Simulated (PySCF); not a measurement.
Molfile (atoms numbered from 1):
```
C6H8
     RDKit          3D

 14 14  0  0  0  0  0  0  0  0999 V2000
    2.5802    0.0659    0.2961 C   0  0  0  0  0  0  0  0  0  0  0  0
    1.4427   -0.0279   -0.3912 C   0  0  0  0  0  0  0  0  0  0  0  0
    0.2410   -0.8101    0.0432 C   0  0  0  0  0  0  0  0  0  0  0  0
   -0.9793    0.0120    0.1702 C   0  0  0  0  0  0  0  0  0  0  0  0
   -1.5971    1.1525    0.1107 C   0  0  0  0  0  0  0  0  0  0  0  0
   -2.4427   -0.0274    0.4942 C   0  0  0  0  0  0  0  0  0  0  0  0
    2.7107   -0.4452    1.2558 H   0  0  0  0  0  0  0  0  0  0  0  0
    3.4238    0.6552   -0.0726 H   0  0  0  0  0  0  0  0  0  0  0  0
    1.3436    0.5044   -1.3451 H   0  0  0  0  0  0  0  0  0  0  0  0
    0.0282   -1.6186   -0.6821 H   0  0  0  0  0  0  0  0  0  0  0  0
    0.4322   -1.3223    1.0025 H   0  0  0  0  0  0  0  0  0  0  0  0
   -1.5871    2.2230   -0.0741 H   0  0  0  0  0  0  0  0  0  0  0  0
   -3.1557   -0.4552   -0.2310 H   0  0  0  0  0  0  0  0  0  0  0  0
   -2.7670   -0.1569    1.5404 H   0  0  0  0  0  0  0  0  0  0  0  0
  1  2  2  0
  2  3  1  0
  3  4  1  0
  4  5  2  0
  5  6  1  0
  6  4  1  0
  1  7  1  0
  1  8  1  0
  2  9  1  0
  3 10  1  0
  3 11  1  0
  5 12  1  0
  6 13  1  0
  6 14  1  0
M  END
```

Geometry: PBE0-D3(BJ)/def2-SVP; GIAO shifts from PySCF 2.14.0 with density-fitted response routines, gas phase, non-relativistic, averaged over equivalent atoms.

At PBE0/6-31G* (100 basis functions, 8.3 s wall time on 1 thread of an Arm Neoverse V1, shared host):
| atoms | δ (ppm) |
| --- | --- |
| C2 | 129.5 |
| C4 | 115.3 |
| C1 | 113.7 |
| C5 | 97.6 |
| C3 | 33.7 |
| C6 | 9.6 |
| H12 | 6.38 |
| H9 | 6.29 |
| H7 | 5.26 |
| H8 | 5.20 |
| H10/H11 | 3.10 |
| H13/H14 | 1.13 |

Referencing at the same level of theory: 13C (194.14 ppm), 1H (31.96 ppm) against TMS.

Task: Predict the values at wB97X-D/pcSseg-1 on the same geometry.

Result: 
```
  atoms  δ at wB97X-D/pcSseg-1  change
     C2                  144.6   +15.1
     C4                  129.5   +14.2
     C1                  125.2   +11.5
     C5                  109.1   +11.5
     C3                   35.6    +1.9
     C6                    9.1    -0.5
    H12                   6.75   +0.37
     H9                   6.24   -0.05
     H7                   5.47   +0.21
     H8                   5.41   +0.21
H10/H11                   3.09   -0.01
H13/H14                   1.15   +0.02
```

References, each an isolated molecule treated in the same way: 13C (σref 184.54) and 1H (σref 31.38) vs TMS.

The largest change is at C2 (alkene CH). Cost: 142 basis functions, 13 s wall time on 1 thread of an Arm Neoverse V1, shared host. The order of the carbon signals is the same at both levels.
